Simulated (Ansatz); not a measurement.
Ansatz (an electronic-structure program) input:
A basis named .json is the Basis Set Exchange file of that set.

Ansatz 0.2 input:
```yaml
crystal:
  periodic: [false, false, false]
  atoms:
    - {symbol: C, position_ang: [-1.12170049, -0.06477832, -0.00321981]}
    - {symbol: S, position_ang: [0.70892160, 0.04094030, 0.00203494]}
    - {symbol: H, position_ang: [-1.49834475, -0.72773810, -0.79531264]}
    - {symbol: H, position_ang: [-1.51919535, -0.45321230, 0.94541316]}
    - {symbol: H, position_ang: [-1.59500260, 0.91457557, -0.16334069]}
basis:
  gaussian:
    orbitals: def2-QZVPP.json
total_charge: -1
magnetization: {spin_polarized: false}
correlation: {method: ccsd_t, electrons: outside_noble_gas}
```

Task: What final total energy does it print?

Result: -437.62132 Eh (CCSD(T)/def2-QZVPP). The basis has 217 functions. The run takes very roughly 50 core-seconds.
